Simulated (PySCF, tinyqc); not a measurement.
Worked calculation: G0W0 on RHF in the sto-3g basis, for CH2, spin multiplicity 1. The lowest restricted solution is unstable here: a spin-polarised one lies 0.0366 hartree lower (PySCF). One step of it, computed by the program tinyqc.

Problem. G0W0 on Hartree-Fock: LUMO. W(p,q,m) = sqrt2 sum_ia (pq|ia) (X+Y)_ia,m; Sigma_c(x) = sum_(i,m) W^2/(x - e_i + w_m) + sum_(a,m) W^2/(x - e_a - w_m); solve x = e_p + Sigma_c(x) by Newton steps; Z = 1/(1 - dSigma/dx); 1 hartree = 27.211386 eV.

orbital energies (hartree): MO1 -10.993055, MO2 -0.764492, MO3 -0.480783, MO4 -0.270091, MO5 0.241883, MO6 0.469919, MO7 0.633308

Two-electron integrals over orbitals (pq|rs), unique and non-zero (hartree):
```
(11|11) 3.508322    (21|11) -0.298073   (21|21) 0.040191    (22|11) 0.715531
(22|21) -0.008533   (22|22) 0.528087    (31|31) 0.006862    (32|31) 0.011968
(32|32) 0.136932    (33|11) 0.572115    (33|21) -0.002585   (33|22) 0.488147
(33|33) 0.498066    (41|11) 0.153634    (41|21) -0.018243   (41|22) 0.012676
(41|33) 0.005254    (41|41) 0.025215    (42|11) -0.097065   (42|21) 0.006982
(42|22) 0.011170    (42|33) 0.018938    (42|41) 0.014071    (42|42) 0.083416
(43|31) -0.001927   (43|32) 0.030431    (43|43) 0.035742    (44|11) 0.791587
(44|21) -0.012021   (44|22) 0.500597    (44|33) 0.449160    (44|41) -0.011382
(44|42) -0.089536   (44|44) 0.640595    (51|51) 0.021661    (52|51) 0.024047
(52|52) 0.093366    (53|53) 0.018131    (54|51) -0.012182   (54|52) -0.038074
(54|54) 0.047691    (55|11) 0.851999    (55|21) -0.009467   (55|22) 0.542785
(55|33) 0.462549    (55|41) 0.004433    (55|42) -0.052264   (55|44) 0.572295
(55|55) 0.672833    (61|11) -0.208117   (61|21) 0.029970    (61|22) -0.001133
(61|33) 0.000397    (61|41) -0.003607   (61|42) 0.014713    (61|44) -0.017670
(61|55) -0.005821   (61|61) 0.028293    (62|11) 0.236486    (62|21) -0.005599
(62|22) 0.083663    (62|33) 0.021533    (62|41) 0.014375    (62|42) 0.001927
(62|44) 0.070475    (62|55) 0.123673    (62|61) 0.002794    (62|62) 0.095260
(63|31) 0.001126    (63|32) -0.071451   (63|43) -0.035893   (63|63) 0.091012
(64|11) 0.123903    (64|21) -0.000425   (64|22) 0.042646    (64|33) 0.003710
(64|41) 0.003784    (64|42) -0.011025   (64|44) 0.066046    (64|55) 0.063086
(64|61) 0.001921    (64|62) 0.055039    (64|64) 0.042703    (65|51) 0.015378
(65|52) 0.053596    (65|54) -0.009320   (65|65) 0.039939    (66|11) 0.649079
(66|21) -0.005750   (66|22) 0.505332    (66|33) 0.487459    (66|41) 0.019600
(66|42) 0.053544    (66|44) 0.442068    (66|55) 0.481052    (66|61) 0.006091
(66|62) 0.055374    (66|64) 0.021834    (66|66) 0.540896    (71|31) 0.011925
(71|32) 0.019248    (71|43) -0.003498   (71|63) 0.001585    (71|71) 0.020796
(72|31) 0.009502    (72|32) 0.010043    (72|43) -0.030232   (72|63) 0.044283
(72|71) 0.015459    (72|72) 0.056352    (73|11) 0.257991    (73|21) -0.005530
(73|22) 0.072836    (73|33) 0.027704    (73|41) -0.000153   (73|42) -0.056568
(73|44) 0.120519    (73|55) 0.134459    (73|61) -0.005546   (73|62) 0.075654
(73|64) 0.051180    (73|66) 0.008848    (73|73) 0.119061    (74|31) -0.007550
(74|32) -0.068725   (74|43) 0.001574    (74|63) 0.044674    (74|71) -0.012864
(74|72) -0.009516   (74|74) 0.059640    (75|53) 0.018548    (75|75) 0.023114
(76|31) 0.008057    (76|32) 0.109463    (76|43) 0.043135    (76|63) -0.081907
(76|71) 0.013238    (76|72) -0.018873   (76|74) -0.052418   (76|76) 0.114341
(77|11) 0.738654    (77|21) -0.008973   (77|22) 0.508173    (77|33) 0.501977
(77|41) 0.003586    (77|42) -0.016425   (77|44) 0.514058    (77|55) 0.520739
(77|61) -0.006363   (77|62) 0.044557    (77|64) 0.019422    (77|66) 0.496902
(77|73) 0.071379    (77|77) 0.548713
```

excitation energies w (hartree): 0.590121  0.758062  0.790765  0.963425  1.146167  1.182893  1.229505  1.517520  1.519190  11.278219  11.519423  11.667910

X + Y:
```
            1         2          3          4          5          6          7         8
1>5  0.002838  0.000000   0.000000   0.000000   0.000000  -0.008179   0.000000  0.000000
1>6  0.000000  0.000000  -0.000771   0.000000   0.000000   0.000000   0.002048  0.000201
1>7  0.000000  0.000000   0.000000   0.003273   0.002543   0.000000   0.000000  0.000000
2>5  0.136203  0.000000   0.000000   0.000000   0.000000   0.917341   0.000000  0.000000
2>6  0.000000  0.000000  -0.149458   0.000000   0.000000   0.000000  -0.601109  0.713474
2>7  0.000000  0.000000   0.000000   0.125634  -0.173255   0.000000   0.000000  0.000000
3>5  0.000000  0.976375   0.000000   0.000000   0.000000   0.000000   0.000000  0.000000
3>6  0.000000  0.000000   0.000000  -0.503371   0.766221   0.000000   0.000000  0.000000
3>7  0.000000  0.000000  -0.145665   0.000000   0.000000   0.000000   0.761162  0.503674
4>5  0.926356  0.000000   0.000000   0.000000   0.000000  -0.068615   0.000000  0.000000
4>6  0.000000  0.000000   0.953063   0.000000   0.000000   0.000000   0.020763  0.118207
4>7  0.000000  0.000000   0.000000   0.828684   0.459247   0.000000   0.000000  0.000000

             9         10         11         12
1>5   0.000000   0.998076   0.000000   0.000000
1>6   0.000000   0.000000   0.997547   0.000000
1>7  -0.005171   0.000000   0.000000   0.998216
2>5   0.000000   0.000768   0.000000   0.000000
2>6   0.000000   0.000000   0.000105   0.000000
2>7   0.942038   0.000000   0.000000   0.000645
3>5   0.000000   0.000000   0.000000   0.000000
3>6   0.148891   0.000000   0.000000   0.000045
3>7   0.000000   0.000000  -0.000188   0.000000
4>5   0.000000  -0.000197   0.000000   0.000000
4>6   0.000000   0.000000   0.000043   0.000000
4>7  -0.006361   0.000000   0.000000  -0.000344
```

Give: The 12 largest terms at x = e_p; Newton steps; quasiparticle energy of the LUMO; Hartree-Fock value.

Solution.

The 12 largest terms at x = e_p (hartree; W for the signs of X + Y given):
```
q   m        W      term
5   8   0.2311   -0.0352
2   6   0.1245    0.0071
6   6   0.0703   -0.0035
4   1   0.0551    0.0028
4   6  -0.0539    0.0017
5   7   0.0414   -0.0014
5   3   0.0312   -0.0012
2   1  -0.0318    0.0006
7   2   0.0256   -0.0006
3   2   0.0250  4.23e-04
2  10   0.0341  9.44e-05
1   6   0.0321  8.31e-05
```

Newton steps (hartree):
```
step       x  Sigma_c(x)       Z
0     0.2419     -0.0291  0.9650
1     0.2138     -0.0281  0.9657
2     0.2138     -0.0281  0.9657
```

quasiparticle energy of the LUMO = 5.8181 eV

Hartree-Fock value = 6.5820 eV
